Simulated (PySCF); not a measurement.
## J couplings in C5H11N

Bonds (- single, = double, # triple, : aromatic): N1-C2, C2-C3, C3-C4, C4-C5, C5-C6, C6-C2. N1 carries H7, H8; C2 carries H9; C3 carries H10, H11; C4 carries H12, H13; C5 carries H14, H15; C6 carries H16, H17. H11, H13, H15, H16 are cis to N1 on the ring; H10, H12, H14, H17 are trans to N1 on the ring.

Method: B3LYP/pcJ-1 (spin–dipole term only in couplings to heteroatoms)//PBE0-D3(BJ)/def2-SVP, PySCF 2.14; isolated molecule, single conformer, non-relativistic. Couplings are averaged over pairs made equivalent by symmetry, fast rotation or ring inversion, so a value needn't be that of the named pair in this geometry, while other rotamers aren't included; one pair stands for each set, and the list holds a selection of those of at least 1.5 Hz over up to four bonds.

Isotopes: ¹³C, ¹H, ¹⁵N.

```
    pair  bonds  J (Hz)
  N1, C2      1    -4.7
  N1, H7      1       ?
  C2, C3      1    34.7
  C2, H9      1   136.7
  C3, C4      1    35.3
 C3, H10      1   139.1
 C3, H11      1   129.1
  C4, C5      1    32.8
 C4, H12      1   133.4
 C4, H13      1   136.8
  C2, H7      2       ?
 C2, H11      2    -5.0
  C3, H9      2       ?
 C3, H13      2    -2.9
 C4, H11      2    -4.0
H10, H11      2   -13.4
H12, H13      2       ?
 N1, H11      3    -1.9
 C2, H13      3     7.7
 C3, H16      3       ?
 C4, H17      3     8.2
 H9, H10      3       ?
H10, H12      3     9.3
H11, H13      3    11.3
H12, H14      3       ?
H10, H17      4       ?
```

Problem. Estimate the withheld couplings, with signs.

Solution. 
- ¹J(N1,H7) = -64.1 Hz (bond length 1.020 Å)
- ²J(C2,H7) = -2.6 Hz (angle at N1 110°)
- ²J(C3,H9) = -1.8 Hz (mean over equivalent pairs that range from -3.7 to 0.1 Hz in this conformer)
- ²J(H12,H13) = -15.1 Hz (angle at C4 106°)
- ³J(C3,H16) = 1.7 Hz (dihedral angle 78°)
- ³J(H9,H10) = 6.2 Hz (dihedral angle 51°)
- ³J(H12,H14) = 14.4 Hz (dihedral angle 0°)
- ⁴J(H10,H17) = 1.7 Hz
